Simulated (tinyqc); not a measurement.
Worked calculation: RHF in the sto-6g basis, for NH3, spin multiplicity 1. One step of it, computed by the program tinyqc.

Task: Iteration 2: diagonalisation and new density. A level shift of 0.2 hartree raises the virtual space: F + shift (S - S D(s) S), with D(s) the density of one spin (D/2). Diagonalise F' = X^T F X, C = X C', fill 5 alpha and 5 beta electrons from the bottom; D = 2 C_occ C_occ^T. Each column has its largest component positive (the first on a tie).

Fock matrix F (hartree), lower triangle:
```
,1N 1s,1N 2s,1N 2px,1N 2py,1N 2pz,2H 1s,3H 1s,4H 1s
1N 1s,-15.766316
1N 2s,-3.786100,-1.897296
1N 2px,-0.000002,-0.000058,-0.294607
1N 2py,0.000000,0.000000,0.000000,-0.294556
1N 2pz,0.026666,0.045932,0.000053,0.000000,-0.362778
2H 1s,-0.673143,-0.686900,-0.411984,0.000000,0.191012,-0.412970
3H 1s,-0.672832,-0.686676,0.205918,-0.356743,0.190958,-0.191715,-0.412788
4H 1s,-0.672832,-0.686676,0.205918,0.356743,0.190958,-0.191715,-0.191606,-0.412788
```

X:
```
,1,2,3,4,5,6,7,8
1N 1s,-0.332557,0.000233,0.000000,0.743305,0.616513,-0.000067,0.000000,0.153554
1N 2s,1.202047,-0.000593,0.000000,-0.177366,0.219129,-0.000111,0.000000,0.442846
1N 2px,0.000614,0.923792,0.000000,-0.000025,0.000029,0.648855,0.000000,0.000095
1N 2py,0.000000,0.000000,0.923802,0.000000,0.000000,0.000000,0.648811,0.000000
1N 2pz,-0.350908,0.000136,0.000000,-0.667778,0.692705,0.000007,0.000000,-0.131334
2H 1s,-0.568296,-0.880187,0.000000,-0.132696,-0.108415,0.453786,0.000000,0.309713
3H 1s,-0.567427,0.440528,-0.762431,-0.132752,-0.108461,-0.226989,0.393067,0.309585
4H 1s,-0.567427,0.440528,0.762431,-0.132752,-0.108461,-0.226989,-0.393067,0.309585
```

D after iteration 1, lower triangle:
```
,1N 1s,1N 2s,1N 2px,1N 2py,1N 2pz,2H 1s,3H 1s,4H 1s
1N 1s,2.092295
1N 2s,-0.398141,1.816119
1N 2px,-0.000001,-0.000022,0.523676
1N 2py,0.000000,0.000000,0.000000,0.523593
1N 2pz,-0.128772,0.730785,-0.000051,0.000000,1.318044
2H 1s,-0.030972,-0.007451,0.587209,0.000000,-0.422913,0.830834
3H 1s,-0.030964,-0.007433,-0.293630,0.508518,-0.422970,-0.156815,0.831013
4H 1s,-0.030964,-0.007433,-0.293630,-0.508518,-0.422970,-0.156815,-0.156742,0.831013
```

overlap S, lower triangle:
```
,1N 1s,1N 2s,1N 2px,1N 2py,1N 2pz,2H 1s,3H 1s,4H 1s
1N 1s,1.000000
1N 2s,0.229416,1.000000
1N 2px,0.000000,0.000000,1.000000
1N 2py,0.000000,0.000000,0.000000,1.000000
1N 2pz,0.000000,0.000000,0.000000,0.000000,1.000000
2H 1s,0.040476,0.394278,0.352595,0.000000,-0.128188,1.000000
3H 1s,0.040457,0.394167,-0.176231,0.305319,-0.128139,0.134109,1.000000
4H 1s,0.040457,0.394167,-0.176231,-0.305319,-0.128139,0.134109,0.134030,1.000000
```

Give: F' = X^T F X; orbital energies; coefficients C; D after iteration 2.

Result:

F' = X^T F X (hartree), lower triangle:
```
,1,2,3,4,5,6,7,8
1,0.1344
2,0.0005,0.6926
3,0.0000,0.0000,0.6925
4,1.5898,-0.0014,0.0000,-7.5617
5,1.0957,-0.0011,0.0000,-6.9038,-6.9861
6,-0.0001,0.0779,0.0000,0.0009,0.0009,-0.5523
7,0.0000,0.0000,0.0779,0.0000,0.0000,0.0000,-0.5523
8,0.1245,-0.0003,0.0000,-3.0565,-2.9672,0.0004,0.0000,-2.2971
```

orbital energies (hartree): MO1 -15.7687, MO2 -1.0975, MO3 -0.5571, MO4 -0.5571, MO5 -0.4305, MO6 0.5863, MO7 0.6974, MO8 0.6974

coefficients C:
```
,MO1,MO2,MO3,MO4,MO5,MO6,MO7,MO8
1N 1s,0.9967,-0.2186,0.0000,0.0000,-0.0759,-0.1409,0.0000,-0.0001
1N 2s,0.0157,0.8348,-0.0002,0.0000,0.4299,0.9157,0.0000,0.0008
1N 2px,0.0000,0.0001,0.5901,0.0000,0.0002,-0.0007,0.0000,0.9624
1N 2py,0.0000,0.0000,0.0000,0.5901,0.0000,0.0000,0.9624,0.0000
1N 2pz,-0.0029,-0.0688,-0.0002,0.0000,0.8586,-0.5694,0.0000,-0.0004
2H 1s,-0.0030,0.1345,0.5078,0.0000,-0.2021,-0.6228,0.0000,-0.8510
3H 1s,-0.0030,0.1344,-0.2539,0.4397,-0.2023,-0.6236,-0.7365,0.4247
4H 1s,-0.0030,0.1344,-0.2539,-0.4397,-0.2023,-0.6236,0.7365,0.4247
```

D after iteration 2, lower triangle:
```
,1N 1s,1N 2s,1N 2px,1N 2py,1N 2pz,2H 1s,3H 1s,4H 1s
1N 1s,2.0938
1N 2s,-0.3989,1.7641
1N 2px,0.0000,0.0000,0.6965
1N 2py,0.0000,0.0000,0.0000,0.6964
1N 2pz,-0.1060,0.6233,0.0000,0.0000,1.4838
2H 1s,-0.0340,0.0505,0.5993,0.0000,-0.3657,0.6336
3H 1s,-0.0340,0.0505,-0.2997,0.5190,-0.3658,-0.1399,0.6336
4H 1s,-0.0340,0.0505,-0.2997,-0.5190,-0.3658,-0.1399,-0.1398,0.6336
```
